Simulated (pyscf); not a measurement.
Single points on ωB97X-D3(BJ)/def2-SVP structures (PySCF, gas phase). Correlated levels are frozen-core, on RHF or UHF. ΔMP2 is the change of the MP2 total energy from the triple- to the quadruple-zeta basis.

Question: How much does it cost (ΔH, 298 K, CCSD(T)/def2-TZVPP + ΔMP2(QZVPP)) to split HO–In(OH)–SH at its In–S bond into [HO–In–OH]• + SH•?

Answer: In–S to [HO–In–OH]• + SH•: 73.0 kcal/mol. The radicals are drawn with the spin at the cut bond; how far it spreads was not checked. Other isomers of [HO–In–OH]• were not searched in full and may lie lower. The CCSD(T) − MP2 part came from Ansatz, without density fitting, on the same reference. The frozen core leaves the outer d or s,p core shells of the metals and heavy elements correlated in the MP2 and CC values, and def2-TZVPP describes them poorly, which can shift differences by a few kcal/mol. Left out: the spin-orbit lowering of SH. Elements past Kr carry the def2 core potentials, without spin-orbit coupling.
